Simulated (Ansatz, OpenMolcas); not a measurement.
AlCl (aluminium monochloride): methods side by side

AlCl: 2 atoms, total charge 0, spin state singlet. SMILES: `[Al][Cl]`. Geometry: the measured bond length.

```xyz
2

Al    0.0000    0.0000    0.0000
Cl    0.0000    0.0000    2.1301
```

Quantity: the energy change with the Al1–Cl2 bond stretched from 2.130 to 5.325 Å, in eV. The values are calculated.

```
                      level                    kind     program  value (eV)  CPU time (all runs)
  SVWN5/STO-3G (restricted)                     LDA      Ansatz        5.35                1.9 s
   BLYP/STO-3G (restricted)                     GGA      Ansatz        4.86                2.9 s
 revPBE/STO-3G (restricted)                     GGA      Ansatz        4.89                3.1 s
 r2SCAN/STO-3G (restricted)                meta-GGA      Ansatz        5.14                 10 s
  BHLYP/STO-3G (restricted)           global hybrid      Ansatz        5.62                2.7 s
r2SCAN0/STO-3G (restricted)         hybrid meta-GGA      Ansatz        5.50                 33 s
wB97M-V/STO-3G (restricted)  range-separated hybrid      Ansatz        5.82                 43 s
 B2PLYP/STO-3G (restricted)           double hybrid  OpenMolcas        5.35                6.3 s
RPA@PBE/STO-3G (restricted)                     RPA      Ansatz        3.18                5.6 s
   CCSD/STO-3G (restricted)   coupled cluster or CI      Ansatz        5.32               0.42 s
```

The first shape isn't each level's own minimum. The values span 3.18 to 5.82 eV. All rows use very small basis sets, so even the best lies far from the true value. Times are those of the runs behind each value, whatever else they computed, on shared processors of several kinds: orders of magnitude only.
